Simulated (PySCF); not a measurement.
Consider `[C-]#[O+]` (CO). Non-hydrogen atoms are numbered in `[C-:1]#[O+:2]`.

Level of theory: CAM-B3LYP-D3(BJ)/ma-def2-TZVP single points in PySCF, grid level 2; every species was optimised with PBE0-D3(BJ)/ma-def2-SVP. The prefix ma- adds one diffuse s and one diffuse p function on all atoms but H. Thermal corrections: PBE0-D3(BJ)/ma-def2-SVP frequencies, unscaled, ideal gas at 298.15 K and 1 bar, quasi-RRHO entropy.

Q: What are the vertical and the adiabatic ionisation energy for forming the radical cation?

A: 14.27 eV vertical and 14.24 eV adiabatic, the latter with zero-point energy.

Q: Where does the unpaired spin of the relaxed radical cation sit?

A: C1 (anionic carbon) 1.10, O2 (oxygen) -0.10 (intrinsic atomic orbital populations).

Q: How far is −ε(HOMO) from the vertical value by ΔSCF?

A: −ε(HOMO) = 12.37 eV, which is 1.90 eV below the ΔSCF value.

---

Consider `[BH2-]N` ([BH4N]-•, doublet). Numbering: `[BH2-:1][NH2:2]`

Computed at CAM-B3LYP-D3(BJ)/ma-def2-TZVP // PBE0-D3(BJ)/ma-def2-SVP with PySCF (density fitting, grid level 2). Zero-point and thermal terms (298.15 K, 1 bar) come from unscaled PBE0-D3(BJ)/ma-def2-SVP harmonic frequencies, with soft modes damped to free rotors in the entropy.

Q: What are the vertical and the adiabatic detachment energy for forming the singlet neutral?

A: -0.51 eV vertical and -0.49 eV adiabatic, the latter with zero-point energy, which puts it above the vertical value.

Caveats: the parent anion holds its electron weakly or not at all, so the values hang on the basis.

---

Consider `[AlH3-]` ([AlH3]-•, doublet). Numbering: `[AlH3-:1]`

Computed at B3LYP-D3(BJ)/ma-def2-TZVP // PBE0-D3(BJ)/ma-def2-SVP with PySCF (density fitting, grid level 2). Thermal corrections: PBE0-D3(BJ)/ma-def2-SVP frequencies, unscaled, ideal gas at 298.15 K and 1 bar, quasi-RRHO entropy.

(1) What are the vertical and the adiabatic detachment energy for forming the singlet neutral?

Results:

(1) 0.89 eV vertical and 0.43 eV adiabatic, the latter with zero-point energy.
